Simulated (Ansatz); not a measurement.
System: fcc Sr. Method: r²SCAN (Ansatz, a program for electronic structure, PAW).

Numerical settings: plane-wave cutoff 560 eV, 16×16×16 k mesh, Fermi–Dirac smearing 0.05 eV, scalar-relativistic PAW data made under PBE.

Cell (relaxed at this level):

```cif
data_Sr4
_chemical_formula_sum 'Sr4'
_space_group_name_H-M_alt 'Fm-3m'
_space_group_IT_number 225
_space_group_name_Hall '-F 4 2 3'
_cell_length_a 6.10094
_cell_length_b 6.10094
_cell_length_c 6.10094
_cell_angle_alpha 90.000
_cell_angle_beta 90.000
_cell_angle_gamma 90.000
loop_
_atom_site_label
_atom_site_type_symbol
_atom_site_symmetry_multiplicity
_atom_site_Wyckoff_symbol
_atom_site_fract_x
_atom_site_fract_y
_atom_site_fract_z
_atom_site_occupancy
Sr1 Sr 4 a 0.00000 0.00000 0.00000 1
```
(The calculation used a cell of 1 atom; values per cell refer to that cell.)

Q: Give the computed bulk modulus.

A: 
- bulk modulus = 11.8 GPa

The run finds no gap.

Measured, for comparison: bulk modulus 12.5 GPa (corrected for temperature and zero-point phonon effects, our sources range from 12.0 to 12.5; as tabulated in Levämäki et al. (2014), arXiv:1402.3671). Computed (rounded) less measured: bulk modulus -6 % (-2 % to -6 % over the range).

Note: the bulk modulus is −V dP/dV from two relaxed cells at ±2 % in volume.

The computed numbers hold no vibrational or temperature effects.
